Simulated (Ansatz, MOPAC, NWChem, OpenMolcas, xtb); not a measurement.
**SF2 (sulfur difluoride): the highest harmonic wavenumber at each level's own minimum, rung by rung**

SF2, singlet, SMILES `FSF`. Each level relaxes the structure for itself.

Quantity: the highest harmonic wavenumber at each level's own minimum, in cm⁻¹. The values are calculated.

```csv
level,kind,program,value (cm⁻¹)
RM1,semi-empirical,MOPAC,757
PM6-ORG,semi-empirical,MOPAC,813
PM7,semi-empirical,MOPAC,744
GFN1-xTB,semi-empirical,xtb,798
HF/3-21G,Hartree–Fock,OpenMolcas,916
HF/6-31G* (Cartesian functions),Hartree–Fock,OpenMolcas,940
HF/cc-pVTZ,Hartree–Fock,OpenMolcas,946
PBE0-D3(BJ)/def2-TZVP,global hybrid,NWChem,863
PBE0-D4/def2-TZVP,global hybrid,Ansatz,862
PBE0/def2-SVP,global hybrid,OpenMolcas,865
```

Harmonic and unscaled. The values span 744 to 946 cm⁻¹.
